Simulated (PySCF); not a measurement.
Deuteron quadrupole couplings in `C/C=P/CSC`

C4H9PS.
Z-matrix (Å and degrees, GFN2-xTB geometry), rows numbered from 1:
```
C 
C   1  1.4871
P   2  1.6717  1  123.57
C   3  1.8817  2  100.50  1  -179.00
S   4  1.8165  3  116.27  2   -45.14
C   5  1.8113  4   98.66  3   -64.38
H   1  1.0878  2  111.43  3     1.02
H   1  1.0912  2  110.05  3   121.81
H   1  1.0912  2  110.38  3  -120.06
H   2  1.0850  1  116.10  3   178.42
H   4  1.0911  3  109.00  2    74.39
H   4  1.0922  3  109.05  2  -167.37
H   6  1.0882  5  109.10  4    61.33
H   6  1.0868  5  109.41  4   -59.81
H   6  1.0847  5  107.13  4  -179.25
```

Level: PBE0/pcSseg-1 (PySCF, non-relativistic); Q(2H) = 0.00286 b; rigid geometry, the same for H and D, with no vibrational averaging.

Question: Rank these positions by the coupling χzz of a deuteron there, largest first.
A. H15 (methyl hydrogen)
B. H7 (methyl hydrogen)
C. H12 (methylene hydrogen)

Answer: A (214 kHz), B (209 kHz), C (204 kHz).

What are Vzz, η and χzz (234.96 MHz × Q × Vzz) at all hydrogens?

| atom | bonded to | bond length (Å) | Vzz (au) | η | χzz (kHz) |
| --- | --- | --- | --- | --- | --- |
| H7 | C1 | 1.088 | 0.3108 | 0.04 | 209 |
| H8 | C1 | 1.091 | 0.3087 | 0.02 | 207 |
| H9 | C1 | 1.091 | 0.3085 | 0.02 | 207 |
| H10 | C2 | 1.085 | 0.3149 | 0.05 | 212 |
| H11 | C4 | 1.091 | 0.3082 | 0.05 | 207 |
| H12 | C4 | 1.092 | 0.3041 | 0.03 | 204 |
| H13 | C6 | 1.088 | 0.3073 | 0.03 | 207 |
| H14 | C6 | 1.087 | 0.3137 | 0.03 | 211 |
| H15 | C6 | 1.085 | 0.3190 | 0.04 | 214 |

Give the 2H NMR doublet splittings at H8 for a magnetic field along the z, y and x axes of the gradient: 3χ/2, 3χ(1 + η)/4, 3χ(1 − η)/4.

With |χ| = 207.5 kHz and η = 0.023: 311, 159 and 152 kHz, to first order and without motion.

Geometry: GFN2-xTB, one conformer, isolated molecule. GFN2-xTB bond lengths can be off by several hundredths of an ångström, more for odd bonds, and the gradients follow them. The small basis limits the accuracy of the gradients.

The run behind these numbers computed NMR shieldings as well. The run took about 70 s of CPU time (grids of density and orbitals included) (one thread, shared machine).
